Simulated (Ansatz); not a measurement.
## How the cohesive energy of SnSe (Pnma, No. 62) moves with the method

No measured value is used here.

| level (code) | value (eV/atom) | cell (Å³/atom) |
|---|---|---|
| LDA (Ansatz) | 4.18 | 25.13 |
| PBE (Ansatz) | 3.34 | 28.30 |
| PBE-D3(BJ) (Ansatz) | … | 26.24 |
| r²SCAN (Ansatz) | 3.35 | 28.28 |
| r²SCAN+rVV10 (Ansatz) | 3.56 | 27.18 |

Problem. Fill in the missing entries.

Solution. 
- PBE-D3(BJ) (Ansatz, a program for electronic structure), value (eV/atom): 3.69

Density-functional levels without +SOC have no spin–orbit coupling, which shifts binding energies of heavy elements. Each level is taken at its own relaxed cell. Cutoffs differ between the levels. Ansatz's density-functional and Hartree–Fock values are scalar-relativistic unless marked +SOC, with PAW data made under PBE.
